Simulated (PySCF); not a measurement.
C₄H₄N₂.
Numbering: `[H]/[N:4]=[C:3](/[CH:2]=[CH2:1])[C:5]#[N:6]` (hydrogens: H7, H8 on C1; H9 on C2; H10 on N4)

Cartesian coordinates in Å at the PBE0-D3(BJ)/def2-SVP level; atoms count from 1:
```xyz
10
C4H4N2 angstrom
C     -1.6426    0.3422    0.1726
C     -0.7365   -0.5333   -0.2740
C      0.7147   -0.3435   -0.1758
N      1.5209   -1.2250   -0.6274
C      1.1861    0.8843    0.4529
N      1.5985    1.8480    0.9458
H     -1.3497    1.2811    0.6531
H     -2.7120    0.1456    0.0705
H     -1.0226   -1.4726   -0.7549
H      2.4949   -0.9472   -0.4799
```

Computed with EOM-IP-CCSD/aug-cc-pVDZ in PySCF, restricted Hartree–Fock reference, frozen core, non-relativistic, gas phase, PBE0-D3(BJ)/def2-SVP geometry.

The vertical ionisation energies are 10.70, 11.06, 12.49, 13.12, 13.65, 13.96, 14.68, 15.29 eV.

**Question.** Which Hartree–Fock orbital leads each hole, and what is its Koopmans value −ε?

**Answer.** 
```tsv
leading hole (HF orbital)	Koopmans (eV)	EOM-IP-CCSD (eV)	change (eV)	one-hole share
HOMO	10.63	10.70	+0.07	0.96
HOMO-2	12.88	11.06	-1.82	0.93
HOMO-1	12.74	12.49	-0.25	0.94
HOMO-3	13.68	13.12	-0.56	0.95
HOMO-6	16.10	13.65	-2.45	0.93
HOMO-4	15.12	13.96	-1.16	0.94
HOMO-5	15.35	14.68	-0.67	0.92
HOMO-7	16.92	15.29	-1.63	0.95
```

**Question.** Does the order of the lines follow the orbital energies?

**Answer.** No: the HOMO-2 hole (11.06 eV) falls below the HOMO-1 hole (12.49 eV); the HOMO-6 hole (13.65 eV) falls below the HOMO-4 hole (13.96 eV); the HOMO-6 hole (13.65 eV) falls below the HOMO-5 hole (14.68 eV). The corrections run from -2.45 to +0.07 eV, with a mean of -1.06 eV over the 8 lines; EOM-IP-CCSD lies above the Koopmans value for HOMO. Koopmans values leave out both the relaxation of the orbitals and the change in correlation energy.

**Question.** At what kinetic energies would He II light (40.81 eV) eject these electrons?

**Answer.** 30.11 eV (HOMO), 29.75 eV (HOMO-2), 28.32 eV (HOMO-1), 27.69 eV (HOMO-3), 27.16 eV (HOMO-6), 26.85 eV (HOMO-4), 26.13 eV (HOMO-5), 25.52 eV (HOMO-7).

One root was sought for each valence orbital with −ε under 21 eV, eight at most, so deeper holes and satellites are missing; no vibrational structure.

One conformer stands for the species.
